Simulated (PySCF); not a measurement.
Simulated Cl 2p region for formyl chloride, `O=CCl`, binding energy against the vacuum level.

Every computed line was given a Gaussian of 0.5 eV full width at half maximum and an area set by the number of equivalent atoms (split 2:1 within a doublet); the highest printed point is 100. Method used: delta-SCF UKS SCAN, pcX-2 on the ionised atom, pcseg-1 elsewhere, spin-free X2C (PySCF 2.14.0).

binding energy (eV), intensity and a bar:
```
    206.2          0 
    206.3          1 
    206.4          5 #
    206.5         13 ####
    206.6         31 #########
    206.7         57 #################
    206.8         84 #########################
    206.9        100 ##############################
    207.0         95 #############################
    207.1         72 ######################
    207.2         44 #############
    207.3         22 ######
    207.4          8 ###
    207.5          3 #
    207.6          1 
    207.7          0 
    207.8          0 
    207.9          0 
    208.0          1 
    208.1          4 #
    208.2         10 ###
    208.3         21 ######
    208.4         35 ##########
    208.5         47 ##############
    208.6         50 ###############
    208.7         43 #############
    208.8         30 #########
    208.9         16 #####
    209.0          7 ##
    209.1          3 #
    209.2          1 
    209.3          0
```

Question: How many maxima does the curve show, and how many computed lines lie under it?

Answer: The curve has 2 maxima (at 206.9 and 208.6 eV). Under it lie 2 lines from 1 inequivalent chlorine site, drawn as a 2p3/2, 2p1/2 pair.

Question: Decompose the envelope and assign each component. Numbering: `[O:1]=[CH:2][Cl:3]`.

Answer: 
```tsv
position (eV)	relative area	line	atoms	environment
206.93	0.67	Cl 2p3/2	Cl3	chlorine bonded to C
208.58	0.33	Cl 2p1/2	Cl3	chlorine bonded to C
```

Question: What are the centre and the root-mean-square width of the whole band?

Answer: The area-weighted mean of the lines is 207.48 eV. Their own spread about it is 0.78 eV (rms) and each Gaussian has σ = 0.5/2.355 = 0.21 eV; the variances add, which gives 0.81 eV.

No satellites, vibrations or lifetime broadening are included. The 2p values aren't plain energy differences: one relaxed spin-free 2p hole is combined with a matrix within the shell (ground-state 2p orbital-energy differences and spin–orbit coupling). 2p3/2, the mean of its two sublevels, lies a third of the splitting below the shell's mean and 2p1/2 two thirds above it; the statistical areas are 2:1. 2p1/2 minus 2p3/2 (ligand field included): Cl 1.65 eV. Isolated species at its PBE0-D3(BJ)/def2-SVP geometry, gas phase.
